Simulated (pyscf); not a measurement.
# Routes from F–B(F)–F (SMILES FB(F)F) + SiH₄ (SMILES [SiH4])

Candidate steps break at most two bonds and form at most two. Each was searched with GFN2-xTB (tblite) first. Single points on ωB97X-D3(BJ)/def2-SVP structures (PySCF, gas phase). Energies: ωB97M-D3(BJ)/def2-TZVP, kcal/mol, from the separated reactants, singlet surface; ΔG‡ with ideal gas, 1 atm, RRHO with modes under 100 cm⁻¹ raised to 100, one conformer, R ln 2 for chiral ones without a mode under 150 cm⁻¹.

```tsv
products	type	ΔE‡	ΔE	ΔG‡ 298 K	ΔG‡ 900 K	ν‡ (cm⁻¹)
F–SiH₃ + F–BH–F	four-centre exchange	25.3	+3.1	36.6	56.1	363i
HF + F–B(F)–SiH₃	four-centre exchange	63.6	+40.8	71.5	88.1	1150i
```

Plain bond fissions and candidates not yet searched are not listed, and one of them may be faster. Each barrier is that of the saddle found; lower ones may exist.
